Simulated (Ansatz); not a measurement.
The same path of BH6NSi (9 atoms, charge 0, multiplicity 1) was run twice with different band settings. The coordinate that changes most is the dihedral H6–Si2–N3–H9.

Theory: RKS r2SCAN-D4/def2-SVP (Ansatz 0.2.0).

Relaxed end points:

```xyz
9
Properties=species:S:1:pos:R:3
B -1.025 0.735 -1.043
Si 0.597 0.201 0.006
N 0.331 -1.268 0.899
H -2.139 0.365 -0.750
H -0.934 1.520 -1.959
H 0.894 1.445 0.824
H 1.817 -0.001 -0.838
H 1.092 -1.672 1.438
H -0.544 -1.370 1.407
```

```xyz
9
Properties=species:S:1:pos:R:3
B -1.007 0.692 -1.089
Si 0.598 0.200 0.005
N 0.176 -0.851 1.325
H -2.005 0.009 -1.112
H -0.986 1.655 -1.820
H 1.318 1.379 0.583
H 1.554 -0.365 -1.031
H 0.894 -1.140 1.984
H -0.453 -1.627 1.137
```

Common settings: spring 5.0 eV/Å²; optimiser quadratic models (default); start path IDPP; force threshold 0.05 eV/Å; iteration limit 60; end points relaxed.

| run | movable images | climbing image |
| --- | --- | --- |
| 1 | 7 | yes |
| 2 | 1 | no |

**Question.** What does each run give, and how far can it be trusted?

**Answer.** Run 1: converged after 7 iterations, highest image 0.028 eV above the first end. A vibrational analysis at the climbing image gives one clearly imaginary mode, 264i cm⁻¹: a first-order saddle point.
Run 2: converged after 6 iterations, highest image 0.028 eV above the first end. No image climbed, so the highest image needn't sit at the top of the path. So few images can step over the top or miss a turn of the path.
